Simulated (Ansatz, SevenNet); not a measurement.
Elastic constant C11 (GPa) of solids drawn from the class of tetrahedrally bonded semiconductors and semimetals, at two levels: the machine-learned potential SevenNet-l3i5 (trained on PBE and PBE+U data), and PBE in Ansatz (plane waves, PAW).

```tsv
solid	SevenNet-l3i5	PBE	shift (%)
zinc-blende CuI	52.8	50.9	-3.6
zinc-blende BAs	187	267	+43
zinc-blende GaAs	88.6	99.4	+12.2
zinc-blende AgI (metastable phase)	32.8	30.5	-7.0
zinc-blende AlP	120	125	+4.2
wurtzite GaN	314	324	+3.2
zinc-blende AlN (metastable phase)	286	281	-1.7
wurtzite CdS	74.2	77.8	+4.9
zinc-blende GaN (metastable phase)	241	254	+5.4
wurtzite AlN	366	373	+1.9
```

The shifts run from -7.0 % to +43 %, with a median of +3.7 %.

Of 10 rows, PBE is the larger in 7 and the smaller in 3.

Ansatz's runs of these crystals have no spin polarisation.

Spin–orbit coupling is left out, also for the solids with elements from indium on (zinc-blende CuI, zinc-blende AgI); its size isn't shown.

Each level is taken at its own relaxed cell. Ansatz's density-functional and Hartree–Fock values are scalar-relativistic unless marked +SOC, with PAW data made under PBE.

Ansatz is a quantum-chemistry and plane-wave program.
